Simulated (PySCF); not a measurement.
Geometry:
```
atom   x (Å)  y (Å)   z (Å)
  F1  -1.390  0.068   0.006
  B2  -0.109  0.071  -0.014
  S3   1.505  0.069  -0.037
```

Geometry: PBE0-D3(BJ)/def2-SVP; GIAO shifts from PySCF, gas phase, non-relativistic, averaged over equivalent atoms.

At PBE0/pcSseg-1 (58 basis functions, 1.5 s wall time on 1 thread of an Arm Neoverse V2, shared host):
```
atoms  δ (ppm)
   F1   -128.0
   B2     23.1
   S3   -303.5
```

Shifts are taken against calculated references (same method and geometry level): $^{19}$F (σref 177.25) against CFCl3; $^{11}$B (σref 100.73) against BF3·OEt2; CS2 for $^{33}$S (σref 495.66).

Q: What do these become at KT2/pcSseg-2?

A: 
| atoms | δ at KT2/pcSseg-2 | change |
| --- | --- | --- |
| F1 | -164.3 | -36.3 |
| B2 | 17.0 | -6.1 |
| S3 | -299.6 | +3.9 |

δ = σ(ref) − σ, references computed at the same level: $^{19}$F (σref 136.34) against CFCl3; BF3·OEt2 for $^{11}$B (σref 98.29); $^{33}$S (σref 525.25) vs CS2.

The largest change is at F1 (fluorine bonded to B). Cost: 115 basis functions, 3 s wall time on 1 thread of an Arm Neoverse V2, shared host.

Unscaled 19F shifts against computed CFCl3 carry errors that often reach 10 to 50 ppm.
